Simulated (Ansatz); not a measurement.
Computed with frozen-core CCSD(T)/cc-pVTZ // PBE0-D4/def2-TZVP (Ansatz, an electronic-structure program).

Ansatz 0.2 input:
```yaml
crystal:
  periodic: [false, false, false]
  atoms:
    - { symbol: S, position_ang: [0.672826, -0.000003, -0.000002] }
    - { symbol: H, position_ang: [-0.672826, 0.000003, 0.000002] }
basis:
  gaussian: { orbitals: cc-pVTZ }
correlation:
  method: ccsd_t
magnetization:
  spin_polarized: true
  initial_magnetization: 1
```

Output:

```
Functional definition: HF
269 factors; integrals over basis functions are off by at most 1.4e-3 eV
mean field evaluation 1: about -10832.5790 eV, gradient 6.6e0 eV
mean field evaluation 2: about -10832.5801 eV, gradient 6.6e0 eV
mean field evaluation 4: about -10832.9800 eV, gradient 8.2e-1 eV
mean field evaluation 8: about -10832.9883 eV, gradient 1.3e-3 eV
mean field evaluation 16: about -10832.0979 eV, gradient 9.2e0 eV
mean field evaluation 32: about -10832.9880 eV, gradient 1.3e-1 eV
mean field -10832.98829716 eV, -398.1049770573 hartree, gradient 8.6e-6 eV, S^2 0.763120; 2 other end points of the search recorded, 0 dependent functions left out
5 core orbitals not correlated
reference -10832.98829716 eV, -398.1049770573 hartree; 4, 3 occupied and 39, 40 virtual orbitals, 269 factors
second order -4.11799925 eV of doubles, -0.00000000 eV of singles
cycle   1  -4.61692630 eV  change   -5.0e-1 eV  update   4.7e-2
cycle   2  -4.77987642 eV  change   -1.6e-1 eV  update   1.6e-2
cycle   3  -4.78931644 eV  change   -9.4e-3 eV  update   4.1e-3
cycle   4  -4.78940226 eV  change   -8.6e-5 eV  update   1.1e-3
cycle   5  -4.78910738 eV  change    2.9e-4 eV  update   4.0e-4
cycle   6  -4.78919633 eV  change   -8.9e-5 eV  update   1.2e-4
cycle   7  -4.78921546 eV  change   -1.9e-5 eV  update   3.5e-5
cycle   8  -4.78921178 eV  change    3.7e-6 eV  update   1.1e-5
cycle   9  -4.78921029 eV  change    1.5e-6 eV  update   2.9e-6
perturbative correction -0.16607874 eV, -0.0061032810 hartree
Total energy: -10837.94358619 eV, -398.2870805703 hartree
```

Cost: roughly 1.9 core-seconds.
